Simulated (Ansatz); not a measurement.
# SiO⁺, sextet in cc-pVTZ: errors against UCCSDT(Q)

Geometry: that of the SiO⁺, quartet, kept fixed. The doublet lies 8.5 eV lower here.

| atom | x (Å) | y (Å) | z (Å) |
| --- | --- | --- | --- |
| Si | 0.0000 | 0.0000 | 0.0000 |
| O | 0.0000 | 0.0000 | 1.7135 |

Basis cc-pVTZ; Ansatz 0.2.0. Only valence electrons are correlated (noble-gas cores frozen), which leaves 9 electrons in 58 orbitals. R marks a restricted (for open shells ROHF) determinant, U an unrestricted one. Active spaces: valence = (9e, 8o) chosen from the atoms' valence shells.

Full CI isn't at hand for all of this; UCCSDT(Q) serves as the reference, and is uncertain by the last step of the cluster series or more. The frozen core follows each run's orbitals, which can shift R against U totals by a few meV.

For open shells CISD is restricted-active-space CI with the open shells as a complete middle space.

The UHF ⟨S²⟩ is 8.760 and the T1 diagnostic (RCCSD) is 0.0175. The largest doubles amplitude (RCCSD) is 0.070 and the T1 diagnostic (UCCSD) is 0.0122.

| level | E − E(UCCSDT(Q)) (kJ/mol) | share of correlation (%) | wall time |
| --- | --- | --- | --- |
| RHF | 523.2 | 0.00 | – |
| UHF | 502.4 | 3.97 | – |
| RMP2 | 75.5 | 85.58 | – |
| UMP2 | 76.1 | 85.46 | – |
| CISD | 27.4 | 94.75 | 7.5 s |
| RCCSD | 14.6 | 97.21 | – |
| UCCSD | 13.7 | 97.39 | – |
| RCCSD(T) | 2.7 | 99.48 | 4.7 s |
| UCCSD(T) | 2.1 | 99.60 | 4.9 s |
| BCCD(T) | 2.8 | 99.47 | 1.9 s |
| RCCSDT | 0.9 | 99.82 | – |
| UCCSDT | 0.3 | 99.94 | – |
| RCCSDT(Q) | 0.7 | 99.87 | 35 s |
| CASSCF (valence space) | 470.0 | 10.17 | – |
| NEVPT2 (valence space) | 87.0 | 83.38 | 0.81 s |
| NEVPT4(SD) (valence space) | 13.1 | 97.50 | 1.6 s |
| MRCISD (valence space) | 26.3 | 94.97 | – |
| MRCISD+Q (valence space) | 4.9 | 99.07 | 1.9 s |

The correlation energy at UCCSDT(Q), counted from RHF, is -5.423 eV. That run took 29 s on 1 thread of Intel Xeon 6975P-C, shared host.

Times hold each run's SCF and search for its determinant on a shared host, so for small cases they say little of a method's own cost; they ran on 1 thread of Intel Xeon 6975P-C. Some runs computed forces too.

Natural occupations of CASSCF (valence space) about the gap: 1.999 1.985 1.001 1.000 1.000 1.000 1.000 0.015; effectively unpaired electrons, Σ n²(2−n)², 5.00.
